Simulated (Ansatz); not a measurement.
HP (`[PH]`) (triplet). Total charge 0; spin multiplicity 3.

| atom | x (Å) | y (Å) | z (Å) |
| --- | --- | --- | --- |
| P1 | 0.6203 | 0.3116 | -0.1671 |
| H2 | -0.6203 | -0.3116 | 0.1671 |

(1) Give the diagnostics of a CCSD(T)/def2-TZVPP run (frozen core, the Gaussian-basis code of Ansatz). (An estimate is asked.)

Answers

(1) The calculation gave: T1 = 0.0180, largest single amplitude 0.028, largest double 0.048, (T) share of the correlation energy 3.4 %, 10 CCSD cycles. ⟨S²⟩ of the UHF reference is 2.028 against 2.00 for a pure state. T1 lies under the customary mark of 0.045 for open shells.
